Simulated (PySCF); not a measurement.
## Computed NMR parameters against published values

Numbering as in the mapped SMILES `[CH2:1]=[CH:2][C:3](=[O:4])[CH:5]=[CH2:6]`. Each H is labelled by its parent atom. Ha(C1), Ha(C6) are cis to C3; Hb(C1), Hb(C6) are trans to C3.

What is known from experiment: δ $^{1}$H H(C2)/H(C5) 6.67 ppm (measured; solution, not stated per compound (mostly CDCl3 or CCl4); Pretsch, Buehlmann, Badertscher, Structure Determination of Organic Compounds, 4th ed. (2009)). Coupling constants: $^{3}J$(H(C2),Hb(C1)) (cis) 11.0 Hz, $^{3}J$(H(C2),Ha(C1)) (trans) 17.9 Hz, $^{2}J$(Hb(C1),Ha(C1)) 1.4 Hz.

[PySCF 2.14: geometry: PBE0-D3(BJ)/def2-TZVP; J: B3LYP/pcJ-2 (without the spin–dipole term); GIAO B97-2/pcSseg-2 shieldings; fast rotation and ring inversion assumed for equivalent nuclei; relativity neglected; one computed conformer; in vacuum]

**Question.** What does the calculation give, and how does it compare?

**Answer.** 
Reference values: measured (solution, not stated per compound (mostly CDCl3 or CCl4); Pretsch, Buehlmann, Badertscher, Structure Determination of Organic Compounds, 4th ed. (2009)).
| atoms | quantity | reference | computed | computed, scaled |
| --- | --- | --- | --- | --- |
| H(C2)/H(C5) | δ $^{1}$H | 6.67 | 6.81 | 6.54 |

Computed shifts are σ(ref) − σ with the named reference compound (TMS for H and C) calculated as an isolated molecule at the same level. The measured values may be among those fitted. Expected solution values come from regression of measured δ (H and C: mostly CDCl3, vs TMS) on computed σ: $^{1}$H: δ = 29.89 − 0.940σ (rms 0.14 ppm, 403 shifts, 0.16 ppm with the 5 outliers that the fit left out). A few per cent of atoms miss by over 2 rms, more outside the fitted compound classes.

Coupling constants in Hz:
```tsv
coupling	reference	computed	source
$^{3}J$(H(C2),Hb(C1)) cis	11.0	11.8	measured; solution (compiled); Pretsch, Buehlmann, Badertscher, Structure Determination of Organic Compounds, 4th ed., Springer 2009
$^{3}J$(H(C2),Ha(C1)) trans	17.9	18.5	measured; solution (compiled); Pretsch, Buehlmann, Badertscher, Structure Determination of Organic Compounds, 4th ed., Springer 2009
$^{2}J$(Hb(C1),Ha(C1))	1.4	3.1	measured; solution (compiled); Pretsch, Buehlmann, Badertscher, Structure Determination of Organic Compounds, 4th ed., Springer 2009
```

4 of the 6 published NMR values on file for this molecule are compared.
